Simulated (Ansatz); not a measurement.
A run of Ansatz (development build ahead of 0.2.0) on doublet NO at this shape:

```xyz
2

N     0.0000    0.0000   -1.8278
O     0.0000    0.0000    1.5993
```

Its results:

- Converged: yes
- Total energy: -129.56021 hartree
- Spin squared of the determinant: 2.752
- Stability test: minimum

(1) Which input gives this output? Name the method, the orbitals and the basis set, and write the input.

Results:

(1) PBE0 (unrestricted) in pcseg-2.

```yaml
crystal:
  periodic: [false, false, false]
  atoms:
    - { symbol: "N", position_ang: [0.0, 0.0, -1.8278] }
    - { symbol: O, position_ang: [0.0, 0.0, 1.5993] }
basis:
  gaussian: { orbitals: pcseg-2 }
magnetization:
  spin_polarized: true
  initial_magnetization: 1
hamiltonian:
  xc: pbe0
```

Caution: charge can spread falsely over distant fragments; the unrestricted determinant is a mixture of spin states.
